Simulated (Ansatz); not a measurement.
## Where CCSD(T) holds and where it slips

Each species is computed at the geometry given (Å), with frozen cores, in Ansatz 0.2.0: RHF-CCSD(T) for singlets, UHF-CCSD(T) otherwise, and full CI in the same basis. The program picks the determinant by trial CCSD, so it needn't be the lowest Hartree–Fock solution. States: AlP Σ⁺ or Δ, HAlP A'', InH3 A'. Cases whose determinant has another symmetry than full CI's state, or whose (Q) step broke down, weren't drawn. No spin–orbit coupling is included; scalar relativity enters only through core potentials past Kr.

**Question.** Judging by size, spin and bonding and the diagnostics given, rank them by the size of CCSD(T)'s error in total energy against full CI in the same basis, smallest first (an estimate).
A. HAlP, quartet, 6-31G: Al 0.000 -0.123 1.229; P 0.000 0.036 -1.152; H 0.000 2.204 2.474. T1 0.056, (T) -57 meV in a correlation energy of -2.00 eV
B. InH₃, singlet, def2-SVP: In 0.000 0.017 -0.038; H 0.000 -1.726 -0.277; H 0.385 -0.107 2.329; H -0.385 -0.107 2.329. T1 0.011, (T) -29 meV in a correlation energy of -2.75 eV
C. AlP, singlet, 6-31G: Al 0.000 0.000 0.000; P 0.000 0.000 1.903. T1 0.045, (T) -192 meV in a correlation energy of -3.66 eV

**Answer.** B (9.5 meV), A (33.6 meV), C (48.0 meV).

```csv
species,basis,correlated electrons,CCSD(T) − full CI (meV),CCSDT(Q) − full CI (meV),unpaired electrons (full CI),T1,⟨S²⟩ of the determinant
"InH3, singlet",def2-SVP,6,9.5,0.2,0.07,0.011,0.00
"HAlP, quartet",6-31G,9,33.6,-0.6,3.16,0.056,4.00
"AlP, singlet",6-31G,8,48.0,-4.6,0.38,0.045,0.00
```

Unpaired electrons are Σ n²(2−n)² over natural occupations; an open shell counts its own unpaired electrons too. Frozen cores follow each run's orbitals, which moves totals by a few meV.
